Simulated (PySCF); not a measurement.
## CFCl3: calculation against experiment

**What was measured.**

NIST CCCBDB Release 22 (SRD 101), experimental dipoles lists, for the gas: dipole moment (microwave Stark effect, vibrational ground state) 0.46 ± 0.02 D.

How close the calculation comes is told at the end.

Species: CFCl3.
Atom-mapped SMILES: `[F:1][C:2]([Cl:3])([Cl:4])[Cl:5]`

Cartesian coordinates in Å at the GFN2-xTB level; atoms count from 1:
```
atom  x, y, z in Å
F1     0.060   -0.141    1.396
C2     0.005   -0.006    0.067
Cl3   -0.458    1.661   -0.313
Cl4    1.603   -0.371   -0.604
Cl5   -1.201   -1.140   -0.563
```

Runs made with PySCF (gas phase, on this GFN2-xTB geometry; no spin–orbit coupling):

```
             level         job  basis functions  wall time
B3LYP/ANO-RCC-VDZP  shieldings               82      5.4 s
B97-D/ANO-RCC-VDZP  shieldings               82       14 s
 BLYP/ANO-RCC-VDZP  shieldings               82       13 s
 BP86/ANO-RCC-VDZP  shieldings               82       14 s
   HF/ANO-RCC-VDZP  shieldings               82      3.6 s
  KT2/ANO-RCC-VDZP  shieldings               82       14 s
  KT3/ANO-RCC-VDZP  shieldings               82       14 s
  LDA/ANO-RCC-VDZP  shieldings               82       10 s
 OPBE/ANO-RCC-VDZP  shieldings               82       15 s
  PBE/ANO-RCC-VDZP  shieldings               82       13 s
  PW91/Sadlej pVTZ  shieldings              144       12 s
 X3LYP/Sadlej pVTZ  shieldings              144      8.8 s
```

Hardware: an Intel Xeon at 2.30 GHz with one thread (shared host).

Results beside the measurements:

**Dipole moment.** Measured: 0.46 D (NIST CCCBDB Release 22 (SRD 101), experimental dipoles).

```
             level  computed (D)  computed − measured (D)  % (from the printed values)
B3LYP/ANO-RCC-VDZP          0.51                    +0.05                          +11
B97-D/ANO-RCC-VDZP          0.41                    -0.05                          -11
 BLYP/ANO-RCC-VDZP          0.43                    -0.03                           -7
 BP86/ANO-RCC-VDZP          0.40                    -0.06                          -13
   HF/ANO-RCC-VDZP          0.70                    +0.24                          +52
  KT2/ANO-RCC-VDZP          0.42                    -0.04                           -9
  KT3/ANO-RCC-VDZP          0.42                    -0.04                           -9
  LDA/ANO-RCC-VDZP          0.44                    -0.02                           -4
 OPBE/ANO-RCC-VDZP          0.37                    -0.09                          -20
  PBE/ANO-RCC-VDZP          0.40                    -0.06                          -13
  PW91/Sadlej pVTZ          0.30                    -0.16                          -35
 X3LYP/Sadlej pVTZ          0.39                    -0.07                          -15
```

Closest is LDA/ANO-RCC-VDZP (-0.02 D), furthest HF/ANO-RCC-VDZP (+0.24 D); one molecule doesn't rank methods. The computed dipoles belong to one fixed geometry; measured ones are averaged over vibrations unless marked μe. Magnitudes are compared, not signs.

The geometry is computed, not the measured one. Where a level misses, the cause wasn't examined.
